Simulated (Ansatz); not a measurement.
# H2O2 + Cl: molecular dynamics

Purpose: to follow the two partners and see whether they stay together, part or react. The start is relaxed first. Runs: 150 steps of 0.25 fs under a Langevin thermostat, set from 1000 K to 250 K by a schedule; 150 steps of 0.5 fs under a Nosé-Hoover thermostat, set from 400 K to 1200 K by a schedule. SMILES of the start: [Cl-].OO.

Program: Ansatz 0.2.0. Level of theory: RKS PBE-D4/def2-SVP. These are calculated values, not measurements.

### 1 The system as given

Bond lengths: O2–O3 1.426 Å, O2–H4 1.013 Å, O3–H5 0.965 Å. Angles: O2–O3–H5 101.0°, O3–O2–H4 104.7°.

Coordinates:

```xyz
5

Cl    0.0157   -0.3112   -2.5254
O     0.3137   -0.5132    0.3943
O    -0.5213    0.4714    0.9990
H     0.1564   -0.4064   -0.6011
H     0.0355    0.7594    1.7332
```

### 2 Preparing the start

input.yaml reads:

```yaml
crystal:
  periodic: [false, false, false]
  atoms:
    - { symbol: Cl, position_ang: [0.0157, -0.3112, -2.5254] }
    - { symbol: O, position_ang: [0.3137, -0.5132, 0.3943] }
    - { symbol: O, position_ang: [-0.5213, 0.4714, 0.999] }
    - { symbol: H, position_ang: [0.1564, -0.4064, -0.6011] }
    - { symbol: H, position_ang: [0.0355, 0.7594, 1.7332] }
total_charge: -1
basis:
  gaussian: { orbitals: def2-SVP }
hamiltonian:
  xc: pbe
  dispersion: d4
relax:
  f_tol: 0.02
  max_steps: 40
scf:
  lower_state_search: "off"
```

Launch:

```
ansatz run input.yaml --threads 1 --pin off --max-ram 2048MiB --backend cpu --events-out ev --progress --plain --runs-dir out
```

Output (excerpt; [...] marks lines left out):

```text
Warning: RAYON_NUM_THREADS=1 ignored (pool sized by the plan → 1); use --threads N
[...]
Functional definition: PBE
[...]
597 factors; their error is unknown
[...]
mean field -16631.52580307 eV, -611.1973000099 hartree, gradient 2.6e-6 eV, S^2 0.000000; 0 other end points of the search recorded, 0 dependent functions left out
[...]
reference -16631.52582343 eV, -611.1973007579 hartree; 18, 18 occupied and 38, 38 virtual orbitals, 597 factors
relax step   1: F+E_penalty+E_count = -16631.57929215 eV  Δ(F+E_penalty+E_count) = +0.000e0 eV  max|allowed force component| = 1.184e0 eV/Å  Δτ_max = 0.0000 Å  (14 SCF iters, accepted)
[...]
relax step   4: F+E_penalty+E_count = -16631.65926140 eV  Δ(F+E_penalty+E_count) = -2.723e-2 eV  max|allowed force component| = 2.829e-1 eV/Å  Δτ_max = 0.0974 Å  (18 SCF iters, accepted)
[...]
relax step   7: F+E_penalty+E_count = -16631.73363381 eV  Δ(F+E_penalty+E_count) = -4.918e-2 eV  max|allowed force component| = 2.328e-1 eV/Å  Δτ_max = 0.2000 Å  (18 SCF iters, accepted)
[...]
relax step  10: F+E_penalty+E_count = -16631.86297272 eV  Δ(F+E_penalty+E_count) = -5.419e-2 eV  max|allowed force component| = 1.313e0 eV/Å  Δτ_max = 0.1950 Å  (26 SCF iters, accepted)
[...]
relax step  13: F+E_penalty+E_count = -16632.16418082 eV  Δ(F+E_penalty+E_count) = -6.476e-2 eV  max|allowed force component| = 7.585e-2 eV/Å  Δτ_max = 0.1281 Å  (24 SCF iters, accepted)
[...]
relax step  14: F+E_penalty+E_count = -16632.16575091 eV  Δ(F+E_penalty+E_count) = -1.570e-3 eV  max|allowed force component| = 7.000e-3 eV/Å  Δτ_max = 0.0202 Å  (18 SCF iters, accepted)
Total energy: -16632.16576856 eV, -611.2208183079 hartree
Atom 0 at     0.092507     0.571259    -1.818644 Å, force     0.000109     0.000086     0.000727 eV/Å
Atom 1 at     0.098879    -0.982208     0.723763 Å, force    -0.001532     0.001716    -0.005246 eV/Å
Atom 2 at    -0.193894     0.395934     1.142029 Å, force     0.002422     0.001726    -0.005259 eV/Å
Atom 3 at     0.171493    -0.805635    -0.270504 Å, force     0.000052     0.003472     0.006736 eV/Å
Atom 4 at    -0.168985     0.820650     0.223356 Å, force    -0.001052    -0.007000     0.003041 eV/Å
Dipole moment:    -0.002955    -0.018422     0.058962 e Å
Checks for a lower state left out: stability, starts, cluster_reference, orbital_swaps, neighbouring_geometries, increment
```

Wall time 10 s (1 thread of an Arm CPU, shared host); peak memory 0.1 GiB.

Step by step:

| step | energy from step 1 (eV) | largest force component (eV/Å) |
| --- | --- | --- |
| 1 | 0.0000 | 1.1837 |
| 2 | -0.0527 | 0.5337 |
| 3x | -0.0036 | 2.0404 |
| 4 | -0.0800 | 0.2829 |
| 5 | -0.0976 | 0.3519 |
| 6 | -0.1052 | 1.0490 |
| 7 | -0.1543 | 0.2328 |
| 8 | -0.1899 | 0.2299 |
| 9 | -0.2295 | 0.9894 |
| 10 | -0.2837 | 1.3132 |
| 11 | -0.4175 | 0.9166 |
| 12 | -0.5201 | 0.7787 |
| 13 | -0.5849 | 0.0759 |
| 14 | -0.5865 | 0.0070 |

Step 1 is the start. 1 step was tried and not accepted (marked x).

After: Bond lengths: O2–O3 1.470 Å, O2–H4 1.012 Å, O3–H5 1.012 Å. Angles: O2–O3–H5 97.5°, O3–O2–H4 97.5°.

### 3 Run 1

150 steps of 0.25 fs under a Langevin thermostat, set from 1000 K to 250 K by a schedule, from the relaxed start.

input.yaml reads:

```yaml
crystal:
  periodic: [false, false, false]
  atoms:
    - { symbol: Cl, position_ang: [0.092507, 0.571259, -1.818644] }
    - { symbol: O, position_ang: [0.098879, -0.982208, 0.723763] }
    - { symbol: O, position_ang: [-0.193894, 0.395934, 1.142029] }
    - { symbol: H, position_ang: [0.171493, -0.805635, -0.270504] }
    - { symbol: H, position_ang: [-0.168985, 0.82065, 0.223356] }
total_charge: -1
basis:
  gaussian: { orbitals: def2-SVP }
hamiltonian:
  xc: pbe
  dispersion: d4
md:
  timestep: 0.25
  n_steps: 150
  ensemble: nvt_langevin
  temperature: 1000.0
  initial_velocities: maxwell_boltzmann
  seed: 635454
  friction: 0.02
  temperature_schedule:
    - { n_steps: 37, end_temperature: 1000.0 }
    - { n_steps: 113, end_temperature: 250.0 }
scf:
  lower_state_search: "off"
```

Launch:

```
ansatz run input.yaml --threads 1 --pin off --max-ram 2048MiB --backend cpu --events-out ev --progress --plain --runs-dir out
```

Output (excerpt; [...] marks lines left out):

```text
Warning: RAYON_NUM_THREADS=1 ignored (pool sized by the plan → 1); use --threads N
[...]
[... 1 set-up line as earlier in the session ...]
[...]
597 factors; their error is unknown
[...]
mean field -16632.10287435 eV, -611.2185069882 hartree, gradient 8.2e-7 eV, S^2 0.000000; 0 other end points of the search recorded, 0 dependent functions left out
[...]
reference -16632.10289142 eV, -611.2185076155 hartree; 18, 18 occupied and 38, 38 virtual orbitals, 597 factors
md step     0: t =     0.00 fs  T =   800.0 K (target 1000.0 K)  F+E_penalty+E_count = -16632.16575173 eV  E_kin = 0.517040 eV  (14 SCF iters)
[...]
md step    18: t =     4.50 fs  T =   498.2 K (target 1000.0 K)  F+E_penalty+E_count = -16632.01555561 eV  E_kin = 0.321986 eV  (19 SCF iters)
[...]
md step    36: t =     9.00 fs  T =   598.2 K (target 1000.0 K)  F+E_penalty+E_count = -16631.96221389 eV  E_kin = 0.386640 eV  (20 SCF iters)
[...]
md step    54: t =    13.50 fs  T =   431.3 K (target 890.5 K)  F+E_penalty+E_count = -16631.75313371 eV  E_kin = 0.278749 eV  (21 SCF iters)
[...]
md step    72: t =    18.00 fs  T =   253.5 K (target 771.0 K)  F+E_penalty+E_count = -16631.65896072 eV  E_kin = 0.163827 eV  (20 SCF iters)
md step    73: t =    18.25 fs  T =   306.1 K (target 764.4 K)  F+E_penalty+E_count = -16631.64923313 eV  E_kin = 0.197849 eV  (20 SCF iters)
md step    74: t =    18.50 fs  T =   310.5 K (target 757.7 K)  F+E_penalty+E_count = -16631.64612939 eV  E_kin = 0.200695 eV  (20 SCF iters)
```

### 4 More of the same log: dynamics from the start

The log, continued (excerpt; [...] marks lines left out):

```text
md step    75: t =    18.75 fs  T =   309.9 K (target 751.1 K)  F+E_penalty+E_count = -16631.65083505 eV  E_kin = 0.200286 eV  (20 SCF iters)
[...]
md step    94: t =    23.50 fs  T =   510.8 K (target 625.0 K)  F+E_penalty+E_count = -16631.69728170 eV  E_kin = 0.330114 eV  (21 SCF iters)
[...]
md step   113: t =    28.25 fs  T =   660.8 K (target 498.9 K)  F+E_penalty+E_count = -16631.79498682 eV  E_kin = 0.427046 eV  (21 SCF iters)
[...]
md step   132: t =    33.00 fs  T =   773.6 K (target 372.8 K)  F+E_penalty+E_count = -16631.83777362 eV  E_kin = 0.499954 eV  (20 SCF iters)
[...]
md step   149: t =    37.25 fs  T =   813.5 K (target 260.0 K)  F+E_penalty+E_count = -16631.90183592 eV  E_kin = 0.525752 eV  (20 SCF iters)
[...]
md step   150: t =    37.50 fs  T =   806.4 K (target 253.3 K)  F+E_penalty+E_count = -16631.92001655 eV  E_kin = 0.521178 eV  (20 SCF iters)
Total energy: -16631.92003422 eV, -611.2117877372 hartree
Atom 0 at     0.139212     0.434764    -1.963593 Å, force     0.244805    -0.019273     0.513232 eV/Å
Atom 1 at    -0.101641    -0.936814     0.788608 Å, force     0.632922    -0.387329    -1.001502 eV/Å
Atom 2 at    -0.183009     0.431214     1.195377 Å, force     0.193247     1.771512     0.275453 eV/Å
Atom 3 at     0.260587    -0.779333    -0.151852 Å, force    -0.560838    -0.238006     0.010320 eV/Å
Atom 4 at     0.099252     0.970912     0.370449 Å, force    -0.510136    -1.126903     0.202497 eV/Å
Dipole moment:     0.109319     0.016510     0.232854 e Å
Checks for a lower state left out: stability, starts, cluster_reference, orbital_swaps, neighbouring_geometries, increment
```

Run time: 92 s. Hardware: 1 thread of an Arm CPU, shared host; peak memory 0.09 GiB.

### 5 The trajectory

One step in 11; energies are changes from step 0:

| time (fs) | T (K) | potential energy change (meV/atom) | closest contact of the partners (Å) |
| --- | --- | --- | --- |
| 0.0 | 800 | 0.0 | 2.07 |
| 2.8 | 521 | 21.7 | 2.03 |
| 5.5 | 340 | 35.2 | 2.08 |
| 8.2 | 442 | 40.9 | 2.18 |
| 11.0 | 582 | 47.7 | 2.25 |
| 13.8 | 413 | 84.7 | 2.26 |
| 16.5 | 500 | 85.2 | 2.28 |
| 19.2 | 368 | 97.1 | 2.26 |
| 22.0 | 597 | 76.0 | 2.18 |
| 24.8 | 512 | 92.7 | 2.13 |
| 27.5 | 733 | 66.4 | 2.10 |
| 30.2 | 696 | 80.0 | 2.12 |
| 33.0 | 774 | 65.6 | 2.15 |
| 35.8 | 636 | 72.7 | 2.17 |
| 37.5 | 806 | 49.1 | 2.18 |

time (fs), T (K) and a bar:
```
      0.0        800 ############################
      1.8        669 #####################
      3.2        499 ############
      5.0        469 ###########
      6.5        261 
      8.2        442 ##########
      9.8        605 ##################
     11.5        521 ##############
     13.0        430 #########
     14.8        427 #########
     16.2        472 ###########
     18.0        253 
     19.5        402 #######
     21.2        595 #################
     22.8        526 ##############
     24.5        558 ###############
     26.0        654 ####################
     27.8        730 ########################
     29.2        563 ################
     31.0        801 ############################
     32.5        847 ##############################
     34.2        706 #######################
     35.8        636 ###################
     37.5        806 ############################
```

### 6 Positions and forces

Positions (Å) and forces (eV/Å):

```xyz
5
time_fs=4.8 T=513 dE=0.1560
Cl    0.104    0.565   -1.836    0.122   -0.076    0.145
O     0.113   -0.958    0.756    0.050   -1.363    0.269
O    -0.213    0.402    1.144    0.821    0.562   -1.881
H     0.075   -0.919   -0.256   -0.126    0.590    0.319
H     0.117    0.773    0.208   -0.867    0.286    1.148
5
time_fs=9.5 T=560 dE=0.2033
Cl    0.109    0.557   -1.842    0.113   -0.115    0.120
O     0.117   -0.952    0.782   -0.060   -1.072    0.499
O    -0.218    0.407    1.136    0.096   -0.116    0.400
H    -0.060   -0.954   -0.202    0.005    0.632   -0.253
H     0.267    0.815    0.384   -0.153    0.672   -0.767
5
time_fs=14.0 T=395 dE=0.4329
Cl    0.111    0.537   -1.854    0.079   -0.100    0.106
O     0.114   -0.971    0.798   -0.574    0.697   -0.680
O    -0.247    0.424    1.135    1.352    0.507   -0.474
H    -0.182   -0.969   -0.187    0.555    0.520    0.587
H     0.378    0.992    0.502   -1.411   -1.624    0.461
5
time_fs=18.8 T=310 dE=0.5149
Cl    0.120    0.509   -1.869    0.024   -0.140    0.093
O     0.093   -0.981    0.796   -0.483    1.154    0.675
O    -0.270    0.438    1.143   -1.730   -2.525    2.351
H    -0.227   -0.924   -0.142    0.283    0.259   -0.785
H     0.365    0.894    0.637    1.905    1.251   -2.334
5
time_fs=23.5 T=511 dE=0.4685
Cl    0.132    0.490   -1.889    0.157   -0.171    0.271
O     0.051   -0.961    0.799   -0.680    0.133   -0.826
O    -0.282    0.431    1.164    2.708    0.590   -1.334
H    -0.104   -0.850   -0.224    0.326    0.100    0.717
H     0.496    0.851    0.542   -2.511   -0.652    1.172
5
time_fs=28.0 T=708 dE=0.3535
Cl    0.137    0.476   -1.914    0.218   -0.194    0.360
O    -0.001   -0.936    0.800   -0.037   -1.303   -0.933
O    -0.264    0.420    1.175   -0.388    0.209    1.102
H     0.051   -0.775   -0.226   -0.237   -0.186    0.433
H     0.396    0.754    0.563    0.444    1.474   -0.962
5
time_fs=32.8 T=831 dE=0.3188
Cl    0.140    0.457   -1.943    0.311   -0.075    0.495
O    -0.060   -0.930    0.795    0.495   -1.590   -0.590
O    -0.227    0.410    1.180    0.632    2.364    0.063
H     0.190   -0.750   -0.164   -0.424   -0.423   -0.490
H     0.314    0.864    0.436   -1.014   -0.276    0.522
5
time_fs=37.5 T=806 dE=0.2457
Cl    0.139    0.435   -1.964    0.245   -0.019    0.513
O    -0.102   -0.937    0.789    0.633   -0.387   -1.002
O    -0.183    0.431    1.195    0.193    1.772    0.276
H     0.261   -0.779   -0.152   -0.561   -0.238    0.010
H     0.099    0.971    0.370   -0.510   -1.127    0.203
```

On run 1: Under a schedule from 1000 to 250 K over 38 fs, the atoms average 688 K over the last tenth of the run. Such a rate, of order 10^16 K/s, is far beyond any furnace or quench, and the atoms lag the set-point. No bond forms or breaks. The partners' closest contact goes from 2.07 to 2.18 Å: they stay in touch over this short run.

[end of part 1 of 2]
